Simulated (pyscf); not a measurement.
Thermochemistry of product channels of O=Si(F)–F + H₂ on the singlet surface, in kcal/mol, from ωB97M-D3(BJ)/def2-TZVP energies (ideal gas, 1 atm, RRHO with modes under 100 cm⁻¹ raised to 100, one conformer, R ln 2 for rigid chiral ones). PySCF, gas phase, ωB97X-D3(BJ)/def2-SVP geometries.

```json
[
 {"products": "HO–SiH(F)–F", "ΔE": "-59.9", "ΔH(298 K)": "-55.4", "ΔG(298 K)": "-47.4", "ΔG(900 K)": "-30.9"},
 {"products": "HO–Si:–F [singlet] + HF", "ΔE": "+8.8", "ΔH(298 K)": "+12.4", "ΔG(298 K)": "+10.1", "ΔG(900 K)": "+5.9"},
 {"products": "O=SiH–F + HF", "ΔE": "+24.6", "ΔH(298 K)": "+27.0", "ΔG(298 K)": "+25.0", "ΔG(900 K)": "+21.6"}
]
```

These are energies of the channels, which say nothing of barriers.
